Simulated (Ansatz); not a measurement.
Bulk modulus B0 (GPa) of solids drawn from the class of elemental solids other than molecular ones, at two levels: PBE in Ansatz (plane waves, PAW), and PBEsol (PAW; Ansatz, a quantum-chemistry and plane-wave program).

| solid | PBE | PBEsol | shift (%) |
|---|---|---|---|
| fcc Pd | 168 | 204 | +21 |
| α-phase Ga | 48.4 | 60.6 | +25 |
| white tin (β-Sn) | 47.6 | 56.2 | +18.1 |
| bcc Ba | 8.70 | 9.16 | +5.3 |
| hcp Ti | 112 | 119 | +6.2 |
| fcc Ni | 197 | 229 | +16.2 |
| fcc Au | 139 | 174 | +25 |
| hcp Sc | 54.2 | 57.2 | +5.5 |
| hcp Lu | 46.4 | 50.2 | +8.2 |
| bcc Li | 13.9 | 13.7 | -1.4 |

The shifts run from -1.4 % to +25 %, with a median of +12.2 %.

Over all 10 rows PBEsol is the larger in 9.

Ansatz's runs of these crystals have no spin polarisation, but for fcc Ni.

Density-functional runs with spin start from parallel moments for fcc Ni.

Spin–orbit coupling is left out, also for the solids with elements from indium on (white tin (β-Sn), bcc Ba, fcc Au, hcp Lu); its size isn't shown.

Each level is taken at its own relaxed cell. Ansatz's density-functional and Hartree–Fock values are scalar-relativistic unless marked +SOC, with PAW data made under PBE.
